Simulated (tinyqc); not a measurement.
Inside a calculation. Method: ROHF in the sto-3g basis, for LiH, spin multiplicity 3. One step of it, computed by the program tinyqc.

Problem. Iteration 1: Roothaan effective Fock matrix. With projectors Pc = D(beta) S, Po = (D(alpha) - D(beta)) S, Pv = 1 - D(alpha) S, the block xy is Px^T F Py; with Fc = (F(alpha) + F(beta))/2, the blocks are Fc for cc, oo, vv and cv, F(beta) for co and F(alpha) for ov.

F(alpha) (hartree), lower triangle:
```
            1Li 1s     1Li 2s    1Li 2px    1Li 2py    1Li 2pz     2H 1s
1Li 1s   -3.320530
1Li 2s   -0.756854  -0.425667
1Li 2px   0.000000   0.000000  -0.387416
1Li 2py   0.000000   0.000000   0.000000  -0.387416
1Li 2pz   0.003157   0.023866   0.000000   0.000000  -0.157044
2H 1s    -0.009187  -0.030133   0.000000   0.000000   0.005994  0.034437
```

F(beta) (hartree), lower triangle:
```
            1Li 1s     1Li 2s    1Li 2px    1Li 2py    1Li 2pz     2H 1s
1Li 1s   -3.302568
1Li 2s   -0.729278  -0.297298
1Li 2px   0.000000   0.000000  -0.057602
1Li 2py   0.000000   0.000000   0.000000  -0.057602
1Li 2pz   0.003157   0.023866   0.000000   0.000000  -0.123306
2H 1s    -0.008572  -0.025949   0.000000   0.000000   0.008198  0.035116
```

D(alpha) at the start, lower triangle:
```
            1Li 1s     1Li 2s   1Li 2px   1Li 2py    1Li 2pz     2H 1s
1Li 1s    0.000493
1Li 2s   -0.002482   0.012501
1Li 2px   0.000000   0.000000  1.000000
1Li 2py   0.000000   0.000000  0.000000  1.000000
1Li 2pz  -0.013183   0.066402  0.000000  0.000000   0.352702
2H 1s     0.021403  -0.107810  0.000000  0.000000  -0.572645  0.929744
```

D(beta) at the start, lower triangle:
```
            1Li 1s     1Li 2s   1Li 2px   1Li 2py    1Li 2pz     2H 1s
1Li 1s    0.000493
1Li 2s   -0.002482   0.012501
1Li 2px   0.000000   0.000000  0.000000
1Li 2py   0.000000   0.000000  0.000000  0.000000
1Li 2pz  -0.013183   0.066402  0.000000  0.000000   0.352702
2H 1s     0.021403  -0.107810  0.000000  0.000000  -0.572645  0.929744
```

overlap S, lower triangle:
```
           1Li 1s    1Li 2s   1Li 2px   1Li 2py   1Li 2pz     2H 1s
1Li 1s   1.000000
1Li 2s   0.241137  1.000000
1Li 2px  0.000000  0.000000  1.000000
1Li 2py  0.000000  0.000000  0.000000  1.000000
1Li 2pz  0.000000  0.000000  0.000000  0.000000  1.000000
2H 1s    0.003498  0.149027  0.000000  0.000000  0.228990  1.000000
```

Give: effective F.

Solution.

effective F (hartree), lower triangle:
```
         1Li 1s  1Li 2s  1Li 2px  1Li 2py  1Li 2pz  2H 1s
1Li 1s   -3.312
1Li 2s   -0.743  -0.361
1Li 2px   0.000   0.000   -0.223
1Li 2py   0.000   0.000    0.000   -0.223
1Li 2pz   0.003   0.024    0.000    0.000   -0.140
2H 1s    -0.009  -0.028    0.000    0.000    0.007  0.035
```
